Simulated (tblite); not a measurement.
Species: C₆H₇ (doublet state).
Geometry (GFN2-xTB, Å), atoms numbered from 1 in this order:
```
atom  x, y, z in Å
C1     3.0398   -0.1952    0.1457
C2     1.6036   -0.0963    0.0810
C3     0.3832   -0.0195    0.0236
C4    -0.9453    0.0730   -0.0324
C5    -2.1317    0.6733   -0.6420
C6    -2.2529   -0.3940    0.4269
H7     3.3392   -0.7767    1.0187
H8     3.4287   -0.6852   -0.7502
H9     3.4863    0.7990    0.2128
H10   -2.3820    0.4155   -1.6649
H11   -2.3910    1.6949   -0.3880
H12   -2.5961   -0.1041    1.4133
H13   -2.5861   -1.3842    0.1378
```

Method: GFN2-xTB as coded in tblite; computed harmonic values from a numerical Hessian at the method's own geometry, unscaled. Errors from tens to a few hundred cm⁻¹ against measured bands are possible. Open shells enter through the occupations alone, without spin polarisation, and single modes of such species can be off by tens of per cent. The optimisation stopped once no atom felt more than 0.01 eV/Å.

Lowest wavenumbers of the output (negative numbers stand for imaginary wavenumbers):
```
mode    cm-1
  1     -22.8
  2      67.5
  3     116.7
  4     171.4
  5     241.0
  6     274.5
  7     451.9
  8     581.6
```

Question: Is this structure a minimum?

Answer: Not by this Hessian. 1 mode is imaginary beyond 20i (23i cm⁻¹), so at this level the point lies at or near a first-order saddle. The curvature is small, so loose convergence or finite differences may be the whole cause.

Question: Which atoms move in the imaginary mode?

Answer: 23i: H8 (hydrogen on carbon) 30 %, H9 (hydrogen on carbon) 30 %, H7 (hydrogen on carbon) 29 %. These are shares of the mass-weighted motion.

Question: What is the remedy?

Answer: Step along that mode in both directions, optimise again with tighter thresholds and repeat the frequencies. The zero-point energy of this point (64.3 kcal/mol) counts the 32 real modes alone, and thermal corrections from it aren't those of a minimum.
